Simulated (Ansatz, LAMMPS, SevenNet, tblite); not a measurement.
## Equilibrium lattice constant a of cuprite Ag2O: levels of theory against measurement

Reference value: 4.745 Å (measured, 15 K, zero-point motion not removed; as tabulated in Gupta et al. (2014), arXiv:1311.4701).

| level (code) | value (Å) | difference (%) |
|---|---|---|
| ionic model woodley1999 (rigid ions, LAMMPS) | 4.720 | -0.53 |
| IPEA1-xTB (tblite) | 4.828 | +1.75 |
| SevenNet-l3i5 | 4.843 | +2.07 |
| LDA (Ansatz) | 4.637 | -2.28 |
| PBE (Ansatz) | 4.812 | +1.41 |

Leaving aside IPEA1-xTB (doubt noted below): Of the ranked levels ionic model woodley1999 (-0.53 %) comes nearest. Once the reference is moved by up to 0.33 % (a margin picked here for doubts on the reference and the settings, and for temperature and zero-point motion) and values within 0.10 % count as equal, the farthest can be LDA (-2.28 %) or SevenNet-l3i5 (+2.07 %). Of the ranked levels only ionic model woodley1999 lands within 1 %.

The reference isn't brought to a static lattice, while the calculations are for one, so the differences are not the levels' errors alone. A static lattice is as a rule a little smaller than the measured one.  IPEA1-xTB: this parameter set was refitted to ionisation energies, not structures. IPEA1-xTB: the run uses a supercell at the zone centre in place of a k mesh. Ansatz's density-functional and Hartree–Fock values are scalar-relativistic unless marked +SOC, with PAW data made under PBE.

Empirical potentials (ionic model woodley1999) are fitted to chosen data: where that held the value shown, agreement is built in, and what lay outside the fit can be far off. Machine-learned potentials (SevenNet-l3i5) are trained on DFT data: a solid inside that data is no test of them.

Differences are worked out from the printed values.

Ansatz is a quantum-chemistry and plane-wave program.
